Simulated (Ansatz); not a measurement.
Energy needed to pull apart AlSiH3O (SMILES [O]1[AlH][SiH2]1), closed shell, into free ground-state atoms, from the structure below (displaced at random from a GFN2-xTB minimum); no zero-point or spin–orbit terms; open-shell atoms are treated unrestricted, in their ground-state multiplicity.

| atom | x (Å) | y (Å) | z (Å) |
| --- | --- | --- | --- |
| O1 | -0.9273 | -0.6621 | -0.2448 |
| Al2 | 0.7181 | -1.2149 | 0.3308 |
| Si3 | 0.0001 | 1.0281 | -0.1122 |
| H4 | 1.5205 | -2.5437 | 0.6227 |
| H5 | -0.2815 | 1.6711 | -1.3943 |
| H6 | -0.7946 | 1.7789 | 0.7634 |

Program: Ansatz 0.2.0. Basis: def2-TZVPP. Cores are frozen in the correlated methods.

| method | atomization energy (kJ/mol) |
| --- | --- |
| PBE-D4 | 1767 |
| revPBE-D4 | 1727 |
| r2SCAN-D4 | 1767 |
| PBE0-D4 | 1714 |
| wB97X-V | ? |
| wB97M-V | 1754 |
| HF | 1183 |
| MP2 | ? |
| CCSD | 1667 |
| CCSD(T) | 1705 |

What does MP2 give? (To be estimated.)

Computed: 1742 kJ/mol, which is about 37 kJ/mol more than CCSD(T)/def2-TZVPP.

What does wB97X-V give? (To be estimated.)

By the calculation: 1762 kJ/mol, which is about 56 kJ/mol more than CCSD(T)/def2-TZVPP.

In triple zeta the MP2 and coupled-cluster atomization energies are still short of their basis limit by a few kcal/mol a bond, whereas those of the functionals are nearly converged, so these differences are not deviations from converged CCSD(T).

The T1 diagnostic stays at or below 0.022.

For scale, one of the runs: CCSD(T)/def2-TZVPP forces, 157 basis functions (an equivalent command: `ansatz run in.yaml --threads 4`). The run took 33 s on 4 CPU threads (shared host), with 1.9 GiB of host memory at its peak.
